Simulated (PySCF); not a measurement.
## 3-penten-2-ol, C5H10O

Geometry:
```
atom   x (Å)   y (Å)   z (Å)
  C1   2.553   0.147  -0.686
  C2   1.230  -0.288  -0.151
  C3   0.079   0.377  -0.287
  C4  -1.240  -0.076   0.265
  C5  -2.289  -0.247  -0.817
  O6  -1.750   0.876   1.178
  H7   2.962  -0.597  -1.390
  H8   3.296   0.251   0.123
  H9   2.482   1.111  -1.212
 H10   1.214  -1.243   0.393
 H11   0.060   1.338  -0.820
 H12  -1.087  -1.054   0.767
 H13  -3.251  -0.530  -0.364
 H14  -1.989  -1.023  -1.536
 H15  -2.434   0.701  -1.358
 H16  -1.061   1.047   1.827
```

Computed with quadratic response CAM-B3LYP/def2-TZVPD first hyperpolarisability, Taylor convention, gas phase (PySCF). Geometry: PBE0-D3(BJ)/def2-SVP.

**Question.** Give the tensor of the static β(0;0,0) in the axes of these coordinates.

**Answer.** In au, Taylor convention; rows are the first index (the induced dipole):
|  | xx | yy | zz | xy | xz | yz |
| --- | --- | --- | --- | --- | --- | --- |
| x | +5.7 | -4.4 | +3.5 | +8.6 | -2.8 | -7.5 |
| y | +8.6 | +2.1 | -6.4 | -4.4 | -7.5 | +21.2 |
| z | -2.8 | +21.2 | -6.8 | -7.5 | +3.5 | -6.4 |

Norm of βᵢ = ⅓ Σⱼ (βᵢⱼⱼ + βⱼᵢⱼ + βⱼⱼᵢ): 13.2 au, hyper-Rayleigh value 15.0 au.
